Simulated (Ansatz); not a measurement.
Basis sets compared for the cluster Si₃. The state is a singlet with charge 0. Geometry PBE-D4/def2-TZVP. Ansatz on 2 threads of Arm Neoverse V2 on a shared host; times are rough, and most runs start from earlier orbitals.

```xyz
3

Si    0.070    1.078   -0.222
Si   -1.304   -0.326    0.745
Si    1.234   -0.752   -0.523
```

At PBE0-D4/def2-TZVP a triplet of charge 0 lies 0.21 eV below the restricted singlet, each at its own geometry. The structure comes from a short search, and lower isomers may exist.

| level | functions | energy (Eh) | HOMO (eV) | LUMO (eV) | wall time |
| --- | --- | --- | --- | --- | --- |
| PBE-D4/def2-SVP | 54 | -867.6608 | -5.45 | -4.35 | 0.45 s |
| PBE-D4/def2-TZVP (with forces) | 111 | -867.9599 | -5.38 | -4.28 | 0.95 s |
| r2SCAN-D4/def2-TZVP | 111 | -868.2992 | -5.57 | -4.30 | 1.9 s |
| PBE0-D4/def2-SVP | 54 | -867.7239 | -6.38 | -3.72 | 0.45 s |
| PBE0-D4/def2-TZVP (with forces) | 111 | -868.0211 | -6.28 | -3.62 | 1.6 s |

Task: Estimate the rows for PBE-D4/def2-TZVPD, r2SCAN-D4/def2-TZVPD, PBE0-D4/def2-TZVPD.

Result: 
| level | functions | energy (Eh) | HOMO (eV) | LUMO (eV) | wall time |
| --- | --- | --- | --- | --- | --- |
| PBE-D4/def2-TZVPD | 129 | -867.9608 | -5.41 | -4.31 | 1.1 s |
| r2SCAN-D4/def2-TZVPD | 129 | -868.2999 | -5.58 | -4.31 | 2.4 s |
| PBE0-D4/def2-TZVPD | 129 | -868.0219 | -6.30 | -3.64 | 1.2 s |
